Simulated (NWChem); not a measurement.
System: formamide (CH$_{3}$NO); SMILES NC=O

```xyz
6

N     -0.1774     1.0773     0.0000
C      0.3851    -0.1549     0.0000
O     -0.2212    -1.1978     0.0000
H     -1.1870     1.1589     0.0000
H      0.3853     1.9157     0.0000
H      1.5029    -0.1038     0.0000
```
Atoms are numbered in this order, from 1.

Program: NWChem. Pople sets run with spherical d functions. Geometry: optimised at PBE0/def2-SVP. Hybrids' shares of exact exchange are those that their runs print; pure functionals count as 0. The functionals differ in more than this share.

| row | share of exact exchange | orbital gap (eV) |
|---|---|---|
| PBE/6-31G* | 0.00 | 5.53 |
| OLYP/6-31G* | 0.00 | 5.62 |
| TPSSh/6-31G* | 0.10 | 6.94 |
| B3LYP/6-31G* | 0.20 | 7.84 |
| MPW1K/6-31G* | 0.43 | 10.49 |
| BHandHLYP/6-31G* | 0.50 | withheld |

**Question.** Fit a straight line of the last column on the one before it, predict the withheld value, and compare with the run.

**Answer.** 
1. Means of the 5 shown rows: x = 0.146, y = 7.284. Slope Σ(x − x̄)(y − ȳ)/Σ(x − x̄)² = 1.455/0.1283 = 11.34; intercept 5.628.
2. The shown rows scatter about the line by 0.095 (root mean square); the largest residual is +0.18, at TPSSh/6-31G*.
3. At x = 0.50 (BHandHLYP/6-31G*; beyond the shown range) the line gives 11.30.
4. The run gives 11.35, +0.05 from the line, 0.5 times the scatter.
